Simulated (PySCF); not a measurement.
## How the method moves the HOMO and LUMO of monofluorosilane

Compound: monofluorosilane, FH3Si.
Geometry (PBE0-D3(BJ)/def2-SVP, Å), atoms numbered from 1 in this order:
```xyz
5
FH3Si angstrom
F      1.572   -0.054   -0.223
Si    -0.037    0.003   -0.001
H     -0.492    1.406   -0.201
H     -0.343   -0.448    1.385
H     -0.683   -0.900   -0.994
```

Basis pcSseg-2 throughout (PySCF), one geometry. Geometry: PBE0-D3(BJ)/def2-SVP; no solvent, vibrations or thermal averaging.

Problem. How do the orbital energies, the gap and the dipole change with the method?

Solution. 
| method | kind | HOMO (eV) | LUMO (eV) | gap (eV) | μ (D) | SCF cycles |
| --- | --- | --- | --- | --- | --- | --- |
| B97-2 | global hybrid | -9.58 | -0.24 | 9.34 | 1.48 | 11 |
| PBE0 | global hybrid | -9.82 | -0.27 | 9.55 | 1.51 | 11 |
| mPW1PW91 | global hybrid | -9.86 | -0.27 | 9.59 | 1.50 | 11 |
| BHandHLYP | global hybrid | -11.22 | 0.49 | 11.72 | 1.60 | 11 |
| CAM-B3LYP | range-separated hybrid | -11.28 | 0.61 | 11.89 | 1.55 | 11 |
| wB97X-D | range-separated hybrid | -11.76 | 1.52 | 13.28 | 1.51 | 12 |
| LC-wPBE | range-separated hybrid | -12.65 | 1.80 | 14.45 | 1.53 | 12 |

The HOMO spans 3.07 eV, from B97-2 down to LC-wPBE, and the gap runs from 9.34 eV (B97-2) to 14.45 eV (LC-wPBE). Over the methods B97-2 (21 %), PBE0 (25 %), mPW1PW91 (25 %), BHandHLYP (50 %), a straight line through the gap against the share of exact exchange rises by 0.84 eV for each 10 % (correlation coefficient 0.999). The dipole ranges from 1.48 D (B97-2) to 1.60 D (BHandHLYP). This basis has no diffuse functions.

Reference dipole: 1.30 D (measured, gas; NIST CCCBDB Release 22 (SRD 101), experimental dipoles); nearest here: B97-2 (1.48 D).
